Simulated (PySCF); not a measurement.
Löwdin shares of the frontier orbitals

Compound: C3H10OP2.
Atom-mapped SMILES: `[CH3:1][P@H:2](=[O:3])[CH2:4][CH2:5][PH2:6]` (hydrogens: H7, H8, H9 on C1; H10 on P2; H11, H12 on C4; H13, H14 on C5; H15, H16 on P6)

Structure used (GFN2-xTB), in Å, numbered top down from 1:
```xyz
16
C3H10OP2 angstrom
C      2.571    0.201    0.054
P      0.887   -0.255    0.597
O      0.780   -1.623    1.103
C     -0.194    0.091   -0.844
C     -1.572   -0.465   -0.524
P     -2.136    0.235    1.101
H      3.243    0.060    0.900
H      2.870   -0.482   -0.741
H      2.625    1.228   -0.296
H      0.584    0.740    1.523
H     -0.231    1.165   -1.038
H      0.241   -0.409   -1.716
H     -1.493   -1.549   -0.390
H     -2.293   -0.258   -1.320
H     -3.461   -0.179    0.975
H     -2.428    1.509    0.604
```

Method: TDDFT PBE0/def2-SVPD, vertical, gas phase, core orbitals frozen in the response (PySCF 2.14.0, density-fitted response routines).

Kohn–Sham orbitals with the atoms that hold most of them (Löwdin shares over 4%, at most four atoms; ? is withheld):

| orbital | ε (eV) | atoms |
| --- | --- | --- |
| HOMO-3 | -9.57 | C5 29%, P6 26%, C4 14%, H12 7% |
| HOMO-2 | -7.93 | O3 55%, P2 14%, P6 11%, C4 9% |
| HOMO-1 | -7.82 | ? |
| HOMO | ? | ? |
| LUMO | 0.20 | P6 23%, C5 14%, H15 10%, H14 9% |
| LUMO+1 | 0.57 | C1 22%, H9 11%, P2 9%, H11 8% |
| LUMO+2 | 0.85 | P6 36%, H16 13%, H10 7%, H15 6% |

(1) Which atoms hold the HOMO, and with what shares?

(2) Give the leading atoms of the HOMO-1.

(3) What is the HOMO energy, and the HOMO–LUMO gap?

## Answers

(1) P6 (bonded to C and 2 H) 52%; C5 (bonded to C, P and 2 H) 11%; O3 (bonded to P) 10%; H16 (bonded to P) 6%.

(2) O3 (bonded to P) 61%; P2 (bonded to 2 C, O and H) 16%; C1 (bonded to P and 3 H) 12%.

(3) ε(HOMO) = -7.23 eV; the gap is 7.42 eV (0.2728 hartree).

**Question.** How does S1 compare with the orbital gap of 7.42 eV?

**Answer.** S1 is at 6.32 eV (f = 0.085), 1.10 eV below the gap, made of HOMO→LUMO (97%). Without the coupling terms of the response equations the lowest excitation would equal the gap.

**Question.** One configuration dominates each of S1, S2 and S4. Which, and how do the shares of the two leading atoms of either orbital change from the occupied to the empty one?

**Answer.** 
- S1 (6.32 eV, f 0.085), HOMO→LUMO (97%): P6 52% → 23%, C5 11% → 14%
- S2 (6.78 eV, f 0.040), HOMO→LUMO+1 (70%): P6 52% → at most 8%, C5 11% → at most 8%, C1 at most 6% → 22%, H9 at most 6% → 11%
- S4 (6.96 eV, f 0.0047), HOMO-1→LUMO (75%): O3 61% → at most 10%, P2 16% → at most 10%, P6 at most 4% → 23%, C5 at most 4% → 14%

Löwdin shares depend on the basis, the more so with diffuse functions.

One conformer stands for the species.
